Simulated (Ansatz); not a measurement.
# C2H3F2N: the cost of one run

Computed with Ansatz 0.2.0, Gaussian basis. Level: the settings change from run to run.

## Step 1: The geometry

The structure was relaxed beforehand with PBE0-D4 in a triple-zeta def2 set.

SMILES `NC=C(F)F`, 8 atoms, charge 0, spin multiplicity 1.

Atoms are counted from 1 here; the program's logs count them from 0.

Bond lengths: N1–C2 1.397 Å, N1–H6 1.009 Å, N1–H7 1.010 Å, C2–C3 1.321 Å, C2–H8 1.081 Å, C3–F4 1.319 Å, C3–F5 1.325 Å. Angles: C2–N1–H6 112.9°, C2–N1–H7 113.2°, H6–N1–H7 110.0°, N1–C2–C3 124.9°, N1–C2–H8 117.4°, C3–C2–H8 117.5°, C2–C3–F4 125.0°, C2–C3–F5 124.2°, F4–C3–F5 110.8°.

## Step 2: B97M-V/ANO-RCC-VTZP

Options: multiplicity 3.

Input file in.yaml:

```yaml
crystal:
  periodic: [false, false, false]
  atoms:
    - {symbol: N, position_ang: [-0.469693, 0.742137, 0.960230]}
    - {symbol: C, position_ang: [-0.130121, -0.416135, 0.257177]}
    - {symbol: C, position_ang: [0.289259, -0.444488, -0.994975]}
    - {symbol: F, position_ang: [0.493334, -1.540654, -1.700312]}
    - {symbol: F, position_ang: [0.519220, 0.635833, -1.727323]}
    - {symbol: H, position_ang: [-0.124511, 0.740373, 1.908853]}
    - {symbol: H, position_ang: [-0.186084, 1.590016, 0.491035]}
    - {symbol: H, position_ang: [-0.299203, -1.364083, 0.749515]}
basis:
  gaussian: {orbitals: ANO-RCC-VTZP}
magnetization: {spin_polarized: true, initial_magnetization: 2}
hamiltonian: {xc: {name: B97M-V}}
output: {forces: true}
```

Started as:

```
ansatz run in.yaml --threads 2 --pin off --events-out ev --progress --plain --max-ram 4352MiB
```

**Question.** How long does this run take on 2 threads of Intel Xeon at 2.50GHz, shared host, and how much memory does it need?

About 1.8 min, with a peak of 0.8 GiB.
